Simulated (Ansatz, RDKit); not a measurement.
Pair of molecules: CH4O (SMILES CO) (first 6 atoms) with H2O (SMILES O); geometry from S66by8 set.
(charge 0, multiplicity 1):
| atom | x (Å) | y (Å) | z (Å) |
|---|---|---|---|
| O | -0.9509 | 0.4425 | -0.0034 |
| H | 0.0134 | 0.4100 | -0.0030 |
| C | -1.4123 | -0.8930 | 0.0049 |
| H | -2.4986 | -0.8616 | 0.0040 |
| H | -1.0903 | -1.4524 | -0.8766 |
| H | -1.0914 | -1.4411 | 0.8939 |
| O | 1.9975 | 0.3449 | -0.0009 |
| H | 2.4367 | 0.7331 | -0.7608 |
| H | 2.4354 | 0.7475 | 0.7522 |

Counterpoise-corrected where a basis set is named; no monomer relaxation. RDKit's UFF carries no charges.

Programs: Ansatz (a program for electronic structure); RDKit for the force fields. Each number belongs to the level named beside it.

Task: One of these levels gives -22.5 kJ/mol for the interaction energy. Name it.
A) SVWN5/def2-TZVPPD
B) UFF
C) MMFF94

Result: C, MMFF94. The others give 52.9 (UFF), -31.2 (SVWN5/def2-TZVPPD)
